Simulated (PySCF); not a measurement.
Spin–spin coupling constants

Bonds (- single, = double, # triple, : aromatic): O1=C2 1.203 Å, C2-O3 1.346 Å, C2-C4 1.480 Å, C4-C5 1.511 Å, C5-C6 1.485 Å, C6-C4 1.511 Å. O3 carries H7; C4 carries H8; C5 carries H9, H10; C6 carries H11, H12. H10, H11 are cis to C2 on the ring; H9, H12 are trans to C2 on the ring.

Couplings: B3LYP/pcJ-1 (without the spin–dipole term) in PySCF 2.14.0 with density-fitted response routines, geometry PBE0-D3(BJ)/def2-SVP; gas phase, one conformer, non-relativistic. Couplings are averaged over pairs made equivalent by symmetry, fast rotation or ring inversion, so a value needn't be that of the named pair in this geometry, while other rotamers aren't included; one pair stands for each set, and the list holds a selection of those of at least 0.8 Hz over up to four bonds, among pairs with at least one C or H atom (others weren't computed).

Isotopes: $^{13}$C, $^{1}$H, $^{17}$O. Couplings to quadrupolar nuclei such as 17O and 33S are rarely resolved in practice.

```csv
pair,bonds,J (Hz)
"O1, C2",1,?
"C2, O3",1,?
"C2, C4",1,79.7
"O3, H7",1,?
"C4, C5",1,?
"C4, H8",1,?
"C5, C6",1,17.9
"C5, H9",1,171.7
"C5, H10",1,174.7
"C2, C5",2,-1.8
"C2, H7",2,-5.9
"O3, C4",2,-19.9
"C4, H9",2,-1.6
"C5, H8",2,-1.1
"C5, H12",2,-1.9
"H9, H10",2,-4.7
"C2, H9",3,?
"C2, H10",3,5.9
"O3, H8",3,-5.0
"C4, H7",3,7.0
"H8, H9",3,?
"H8, H10",3,5.5
"H9, H11",3,7.8
"H9, H12",3,10.3
"H10, H11",3,11.1
"H7, H8",4,?
```

Question: Estimate the withheld couplings, with signs.

Answer: 
- $^{1}J$(O1,C2) = 29.5 Hz (bond length 1.203 Å)
- $^{1}J$(C2,O3) = 31.7 Hz (bond length 1.346 Å)
- $^{1}J$(O3,H7) = -77.8 Hz (bond length 0.969 Å)
- $^{1}J$(C4,C5) = 11.6 Hz (bond length 1.511 Å)
- $^{1}J$(C4,H8) = 176.8 Hz (bond length 1.091 Å, sp3 carbon)
- $^{3}J$(C2,H9) = 3.4 Hz (dihedral angle 141°)
- $^{3}J$(H8,H9) = 9.5 Hz (dihedral angle 2°)
- $^{4}J$(H7,H8) = 2.2 Hz
